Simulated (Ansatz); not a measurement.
**Band gap of 2H MoS2: levels of theory against measurement**

Reference value: 1.23 eV (measured, room temperature, not corrected to a static lattice, bulk 2H, our sources range from 1.23 to 1.29; as tabulated in Bastos et al. (2019), arXiv:1903.08112).

```
level (code)     value (eV)  cell (Å³/atom)  difference (eV)
---------------  ----------  --------------  ---------------
LDA (Ansatz)           0.71           16.99            -0.52
PBEsol (Ansatz)        0.97           17.92            -0.26
PBE-D4 (Ansatz)        0.82           17.46            -0.41
PBE0 (Ansatz)          2.22           19.01            +0.99
```

Closest of the ranked levels: PBEsol (-0.26 eV). Farthest off among them: PBE0 (+0.99 eV).

Semilocal Kohn–Sham gaps run low as a rule, and all computed gaps are for a static lattice, while measured ones hold electron–phonon shifts unless said otherwise. Spin–orbit coupling is included only where a level's name says +SOC; with heavier elements it mostly lowers gaps and can invert bands. The crystal itself was run without spin with LDA, PBEsol, PBE-D4, PBE0; a magnetic state was not tried in these runs. LDA: LDA has no dispersion term either, though it tends to give short spacings of layers, chains or molecules. PBEsol, PBE0: the cell comes from a level without a dispersion term, which matters for the spacing of layers, chains or molecules. PBE-D4, PBE0: the gap is read on the k mesh or supercell of the run alone and can be too large. Values are at the level's own equilibrium cell; PBE0 at the r²SCAN cell. Cutoffs and k meshes differ between the levels. Ansatz's density-functional and Hartree–Fock values are scalar-relativistic unless marked +SOC, with PAW data made under PBE.

Differences are worked out from the printed values.

Ansatz is an electronic-structure program.
